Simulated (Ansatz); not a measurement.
**SiH₃, doublet: cost against accuracy**

Geometry (MP2(full)/6-31G*, from the G2/97 set):

```xyz
4

Si    0.0000    0.0000    0.0437
H     0.0000    1.4133   -0.4057
H     1.2239   -0.7066   -0.4057
H    -1.2239   -0.7066   -0.4057
```

Measured, as an electronic atomization energy: 225.4 kcal/mol (G2/97 heats of formation of molecule and atoms, with zero-point and thermal terms from B3LYP taken off; Curtiss et al., J. Chem. Phys. 106, 1063 (1997), Staroverov et al., J. Chem. Phys. 119, 12129 (2003)). The measured value holds scalar relativity and spin–orbit coupling, which all computed ones lack, and core correlation, which the wave-function levels lack. Atoms are taken at the same level, with ROHF references for molecule and atoms in the R rows. The atoms' steps beyond CCSDT(Q) are taken from restricted open-shell runs, which share full CI's core. Ansatz 0.2.0; the 6-31G* set has Cartesian d functions; a miss is computed less measured; times are wall times on shared hosts and scatter by a factor of two or so. A small miss in a small set is a cancellation of the method's error against the basis error.

| level | basis | miss (kcal/mol) | time of the run | hardware |
| --- | --- | --- | --- | --- |
| BHLYP | STO-3G | 85.1 | 0.28 s | 1 CPU thread |
| UCCSD(T) | STO-3G | 54.9 | 0.37 s | 1 CPU thread |
| PBE | 6-31G | -16.2 | 0.42 s | 1 CPU thread |
| B2PLYP | 6-31G | -25.7 | 0.43 s | 1 CPU thread |
| RCCSD(T) | 6-31G | -44.0 | 0.43 s | 1 CPU thread |
| UCCSD(T) | 6-31G* | -27.9 | 0.49 s | 1 CPU thread |
| BCCD(T) | 6-31G | -44.0 | 0.49 s | 1 CPU thread |
| UCCSD(T) | 6-31G | -44.0 | 0.49 s | 1 CPU thread |
| RPA-PBE | 6-31G* | -28.6 | 0.49 s | 1 CPU thread |
| SPW92 | cc-pV(T+d)Z | 21.4 | 0.58 s | 1 CPU thread |
| BHLYP | cc-pV(D+d)Z | -0.5 | 0.61 s | 1 CPU thread |
| CISDTQ | 6-31G | -43.8 | 0.64 s | 1 CPU thread |
| UCCSD(T) | cc-pV(D+d)Z | -12.5 | 0.73 s | 1 CPU thread |
| BHLYP | 6-31G* | -1.1 | 0.76 s | 1 CPU thread |
| r2SCAN | 6-31G* | 1.9 | 0.97 s | 1 CPU thread |
| BLYP | cc-pV(T+d)Z | -0.6 | 1 s | 1 CPU thread |
| NEVPT2 (valence space) | 6-31G | -45.1 | 1.1 s | 1 CPU thread |
| RCCSD(T) | cc-pV(D+d)Z | -12.4 | 1.1 s | 1 CPU thread |
| full CI | 6-31G | -43.8 | 1.1 s | 1 CPU thread |
| PBE0 | cc-pV(T+d)Z | -1.7 | 1.2 s (with forces) | 1 CPU thread |
| r2SCAN | cc-pV(D+d)Z | 1.6 | 1.2 s | 1 CPU thread |
| PBE-QIDH | cc-pV(T+d)Z | -1.3 | 1.3 s | 1 CPU thread |
| NEVPT2 (valence space) | cc-pV(D+d)Z | -19.9 | 1.4 s | 1 CPU thread |
| r2SCANh | cc-pV(T+d)Z | 4.0 | 1.9 s | 1 CPU thread |
| r2SCAN0 | cc-pV(T+d)Z | 3.6 | 2 s | 1 CPU thread |
| wB97X-V | cc-pV(D+d)Z | 1.9 | 2.2 s | 1 CPU thread |
| wB97X-V | cc-pV(T+d)Z | 4.3 | 3.4 s | 1 CPU thread |
| wB97M-V | cc-pV(D+d)Z | 1.4 | 4.4 s | 1 CPU thread |
| CISD | cc-pV(T+d)Z | -6.5 | 5 s | 1 CPU thread |
| RCCSDTQ | STO-3G | 55.1 | 6.5 s | 1 CPU thread |
| RCCSD(T) | cc-pV(Q+d)Z | 1.4 | 7 s | H100 + 2 CPU threads |
| UCCSDT(Q) | cc-pV(T+d)Z | -2.1 | 8 s | H100 + 2 CPU threads |
| RCCSDTQ | cc-pV(D+d)Z | -12.3 | 9.5 s | H100 + 2 CPU threads |
| UCCSD(T) | cc-pV(Q+d)Z | 1.4 | 9.5 s | H100 + 2 CPU threads |
| UCCSDTQ | cc-pV(D+d)Z | -12.3 | 11 s | H100 + 2 CPU threads |
| full CI | 6-31G* | -27.7 | 11 s | 1 CPU thread |
| UCCSD(T) | cc-pV(T+d)Z | -2.2 | 13 s (with forces) | 1 CPU thread |
| full CI | cc-pV(D+d)Z | -12.3 | 14 s | H100 + 2 CPU threads |
| RPA-PBE | cc-pV(Q+d)Z | -5.1 | 15 s | H100 + 2 CPU threads |
| RCCSDT(Q) | cc-pV(D+d)Z | -12.3 | 16 s | 1 CPU thread |

The smallest set from which on each level stays within 1 kcal/mol of its own cc-pV(Q+d)Z value (sets in order of size: STO-3G, 6-31G, 6-31G*, cc-pV(D+d)Z, cc-pV(T+d)Z, cc-pV(Q+d)Z): RHF cc-pV(T+d)Z; UHF cc-pV(T+d)Z; PBE cc-pV(T+d)Z; r2SCAN cc-pV(T+d)Z; B3LYP cc-pV(T+d)Z; wB97M-V 6-31G*; B2PLYP none (cc-pV(T+d)Z is 1.4 kcal/mol off); RMP2 none (cc-pV(T+d)Z is 3.4 kcal/mol off); UMP2 none (cc-pV(T+d)Z is 3.5 kcal/mol off); RCCSD(T) none (cc-pV(T+d)Z is 3.5 kcal/mol off); UCCSD(T) none (cc-pV(T+d)Z is 3.5 kcal/mol off).
